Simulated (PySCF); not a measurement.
Gas-phase reaction: BHCl2 + BF + BHF2 → BH2F + 2 BClF

Method: PySCF energies plus ideal-gas RRHO corrections (1 bar). † marks an energy on the PBE0/def2-TZVP geometry and frequencies; other levels use their own. CCSD(T) freezes the core. 6-31G* has spherical d functions here. Open shells (unrestricted): BClF (multiplicity 2); the rest are closed-shell singlets. B3LYP is the form with VWN-RPA correlation. BH2F: computed as isolated molecules; such fragments, hydroxides, amides, oligomers or adducts are transient or little studied in the gas. CCSD(T) isn't extrapolated to the basis-set limit; its ΔH°(298 K) is 260.8 kJ in def2-SVP and 265.8 kJ in def2-TZVPP. The harmonic model lacks anharmonicity and excited electronic states, which grow with temperature; levels with a mode under 35 cm⁻¹ are left out.

```
level                ΔE electronic, kJ  ΔH°(298 K), kJ  ΔS°(298 K), J/K  ΔG°(600 K), kJ
-------------------  -----------------  --------------  ---------------  --------------
B3LYP/6-31G*                       237             232               39             209
CCSD(T)/def2-TZVPP†                270             266               38             243
PBE/def2-TZVP†                     221             216               38             193
PBE0/def2-QZVP†                    224             219               38             196
PBE0/def2-SVP†                     221             217               38             194
ωB97M-V/def2-TZVP†                 277             273               38             250
ωB97X-V/def2-TZVP†                 257             253               38             230
```
ΔH° is lowest at PBE/def2-TZVP† and highest at ωB97M-V/def2-TZVP†. No reference value is set beside these.
